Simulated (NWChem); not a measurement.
# BH2SCl (SMILES SBCl): a first try and a second

Aim: energy and one-electron properties of BH2SCl at mPWPW91/2ZaPa-NR (SMD cyclohexane).

The results are computed with NWChem 7.3.0.

## Step 1: The structure to begin with

BH2SCl has 5 atoms, charge 0, and is taken as a singlet. As SMILES, `SBCl`. The coordinates come from a PBE0-D4/def2-TZVP relaxation. This is one conformer, not always the lowest.

Bond lengths: S1–B2 1.779 Å, B2–Cl3 1.745 Å, S1–H4 1.343 Å, B2–H5 1.189 Å. Angles: S1–B2–Cl3 118.6°, S1–B2–H5 122.1°, Cl3–B2–H5 119.3°, B2–S1–H4 96.0°.

## Step 2: Try one

a.nw reads:

```
start a
title "BClH2S"
memory stack 880 mb heap 220 mb global 1100 mb

geometry noautosym nocenter noautoz
  S    -1.294500   -0.008800   -0.323500
  B     0.402900   -0.217800    0.164700
  Cl    0.888700   -1.738900    0.868900
  H    -1.157600    1.248200   -0.777100
  H     1.210400    0.643400    0.025700
end

basis spherical
  S library 2ZaPa-NR
  B library 2ZaPa-NR
  Cl library 2ZaPa-NR
  H library 2ZaPa-NR
end

cosmo
  do_cosmo_smd true
  solvent cychexan
end

dft
  xc mpw91 perdew91
  mult 5
  grid medium
  maxiter 100
  print low
end

property
  quadrupole
  efieldgrad
end

task dft property
```

The run is started by

```console
$ nwchem a.nw > a.out
```

Output:

```text
[...]
 d= 0,ls=0.0,diis     1   -884.0015831892 -1.00D+03  1.05D-01  2.04D-01     3.8
[...]
 d= 0,ls=0.0,diis     8   -884.1573493156 -9.97D-09  2.92D-06  1.13D-09    60.3
[...]
         Total DFT energy =     -884.157349315562
      One electron energy =    -1447.836677965328
           Coulomb energy =      506.416802644005
    Exchange-Corr. energy =      -58.720893950923
 Nuclear repulsion energy =      115.979439872563
             COSMO energy =        0.003980084121
[...]
      <S2> =      6.0043 (Exact =     6.0000)
[...]
```

It took 61 s on 1 thread of Intel Xeon at 2.60GHz (Ice Lake), shared host; peak memory 0.26 GiB.

## Step 3: Diagnosis

The program ended normally, but the settings are unsound, so its numbers aren't properties of the molecule.

What is wrong: the spin state typed doesn't suit the molecule. To mend it: multiplicity 1 in place of 5.

## Step 4: Try two

a.nw reads:

```
start a
title "BClH2S"
memory 2200 mb
geometry units angstrom noautosym nocenter noautoz
S    -1.294500   -0.008800   -0.323500
B     0.402900   -0.217800    0.164700
Cl    0.888700   -1.738900    0.868900
H    -1.157600    1.248200   -0.777100
H     1.210400    0.643400    0.025700
end
basis spherical
* library 2ZaPa-NR
end
cosmo
do_cosmo_smd true
solvent cychexan
end
dft
xc mpw91 perdew91
grid medium
end
property
quadrupole
efieldgrad
moldenfile
molden_norm janpa
end
task dft property
```

The run is started by

```console
$ nwchem a.nw > a.out
```

Output:

```text
[...]
          Wavefunction type:  closed shell.
          No. of atoms     :     5
          No. of electrons :    40
[...]
          Charge           :     0
          Spin multiplicity:     1
[...]
          AO basis - number of functions:    84
[...]
              XC Information
              --------------
                        mPW91  Exchange Functional  1.000
                Perdew 1991 Correlation Functional  1.000 non-local
            Perdew 1991 LDA Correlation Functional  1.000 local
[...]
 d= 0,ls=0.0,diis     1   -884.4902061282 -1.00D+03  2.56D-02  4.32D-01     3.5
[...]
 d= 0,ls=0.0,diis     6   -884.5473810394 -7.95D-08  5.38D-06  4.39D-08    38.7
         Total DFT energy =     -884.547381039351
      One electron energy =    -1450.419867299174
           Coulomb energy =      508.702295366891
    Exchange-Corr. energy =      -58.792203305026
 Nuclear repulsion energy =      115.979439872563
             COSMO energy =       -0.017045674604
[...]
```

Wall time 40 s (1 thread of Intel Xeon at 2.60GHz (Ice Lake), shared host); peak memory 0.12 GiB.

## Step 5: Results

At mPWPW91/2ZaPa-NR (SMD cyclohexane):

| quantity | value |
| --- | --- |
| total energy | -884.54738 Eh |
| dipole moment | 1.93 D |
| HOMO energy | -7.16 eV |
| LUMO energy | -2.25 eV |
| HOMO–LUMO gap | 4.91 eV |
| solvent term in the energy | -9.7 kJ/mol |
